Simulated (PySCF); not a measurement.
**Spin-rotation constants: SMILES O=S(=O)(F)Cl, ClFO$_{2}$S**

Geometry:
```json
{"atom": "O1", "x (Å)": "0.002", "y (Å)": "-1.120", "z (Å)": "-1.066"}
{"atom": "S2", "x (Å)": "-0.036", "y (Å)": "-0.213", "z (Å)": "0.039"}
{"atom": "O3", "x (Å)": "-0.034", "y (Å)": "-0.613", "z (Å)": "1.412"}
{"atom": "F4", "x (Å)": "-1.297", "y (Å)": "0.727", "z (Å)": "-0.171"}
{"atom": "Cl5", "x (Å)": "1.377", "y (Å)": "1.223", "z (Å)": "-0.232"}
```

Level of theory: PySCF, GIAO B3LYP/pcseg-1 magnetisability, rotational g tensor and spin-rotation constants, non-relativistic, gas phase. Geometry: PBE0-D3(BJ)/def2-SVP.

**Question.** Give the nuclear spin-rotation constants along the inertial axes (H = +C I·J) beside the isotropic shieldings.

**Answer.** Rotational constants 4.8815, 2.8064, 2.7880 GHz. A star marks the isotopologue with that one atom substituted, in its own axes.
```tsv
atom	isotope	Caa (kHz)	Cbb (kHz)	Ccc (kHz)	mean (kHz)	σ (ppm)
F4	19F	13.845	2.995	9.601	8.814	42.9
Cl5	35Cl	0.394	2.302	2.183	1.627	202.1
O1	17O*	-1.324	-0.943	-0.932	-1.066	10.6
S2	33S*	2.406	1.378	0.729	1.505	156.7
```
For the geometry as given, no vibrational averaging.
